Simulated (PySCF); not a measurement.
This PySCF input (PBE/6-311++G(3df,3pd)) gives -1.16613 Eh with 36 basis functions.

```python
import numpy as np, basis_set_exchange as bse
from pyscf import gto, scf, dft, df

basis = {'H': gto.basis.parse(bse.get_basis('6-311++G(3df,3pd)', elements=['H'], fmt='nwchem'))}
mol = gto.M(
    atom='''
    H    -0.00000000   -0.00000000   -0.37201156
    H     0.00000000    0.00000000    0.37201156
    ''',
    basis=basis,
    charge=0,
    verbose=4,
    max_memory=8640,
)
mf = dft.RKS(mol, xc='pbe')
mf.grids.level = 3
mf = mf.density_fit(auxbasis=df.autoaux(mol))
mf.conv_tol = 1e-9
mf.max_cycle = 100
print('smallest overlap eigenvalue', np.linalg.eigvalsh(mol.intor('int1e_ovlp'))[0])
mf.kernel()
dip = mf.dip_moment()
```

Change:
```diff
- basis = {'H': gto.basis.parse(bse.get_basis('6-311++G(3df,3pd)', elements=['H'], fmt='nwchem'))}
+ basis = {'H': gto.basis.parse(bse.get_basis('aug-pcseg-2', elements=['H'], fmt='nwchem'))}
```

Question: What does the run give now?

Answer: -1.16636 Eh (PBE/aug-pcseg-2, 46 functions), a change of -0.23 mEh.
